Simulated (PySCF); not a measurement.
# Ionisation energy of F by level of theory

F [He] 2s2 2p5 (2P) → F+ [He] 2s2 2p4 (3P), as a difference of total energies. All numbers are calculated (PySCF 2.14, no relativity, point nucleus, in aug-cc-pwCVDZ). Correlated levels: valence and next inner shell: nothing frozen. The calculations carry no spin-orbit coupling.

| method | ionisation energy (eV) |
| --- | --- |
| UHF | 15.760 |
| MP2 (valence and next inner shell) | 17.187 |
| SCS-MP2 (valence and next inner shell) | 17.134 |
| CCSD (valence and next inner shell) | 17.092 |
| CCSD(T) (valence and next inner shell) | 17.127 |
| CCSDT (valence and next inner shell) | 17.129 |

How much does correlation contribute at CCSD(T) (valence and next inner shell)?

17.127 − (15.760) = 1.367 eV, measured against UHF.

Errors of the correlated levels include the incompleteness of this basis.

For comparison: 17.427 eV (measured; NIST levels, between the centres of gravity of the two terms).
